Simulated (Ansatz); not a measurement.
fcc Pd was calculated with RPBE (PAW; Ansatz, a program for electronic structure).

Numerical settings: plane-wave cutoff 520 eV, 24×24×24 k mesh, Fermi–Dirac smearing 0.05 eV, scalar-relativistic PAW data made under PBE.

Computed at the level's own relaxed cell.

**Question.** Estimate the volume per atom, bulk modulus B0, equilibrium lattice constant a and pressure derivative B′ of the bulk modulus that the calculation returns.

**Answer.** 
* **volume per atom**: 15.77 Å³/atom
* **bulk modulus B0**: 148 GPa
* **equilibrium lattice constant a**: 3.980 Å
* **pressure derivative B′ of the bulk modulus**: 5.6

The run finds no gap.

Measured, for comparison: equilibrium volume per atom 14.56 Å³/atom, lattice constant a 3.876 Å (static lattice: zero-point anharmonic expansion removed; as tabulated in Mejia-Rodriguez and Trickey (2018), arXiv:1807.09216); bulk modulus 195 GPa (zero-point energy and finite temperature contributions removed, our sources range from 187 to 198; as tabulated in doi:10.1021/acs.jctc.3c00612). Computed (rounded) less measured: equilibrium volume per atom +8.3 %, bulk modulus -24 % (-21 % to -25 % over the range), lattice constant a +2.7 %.

The computed numbers hold no vibrational or temperature effects.
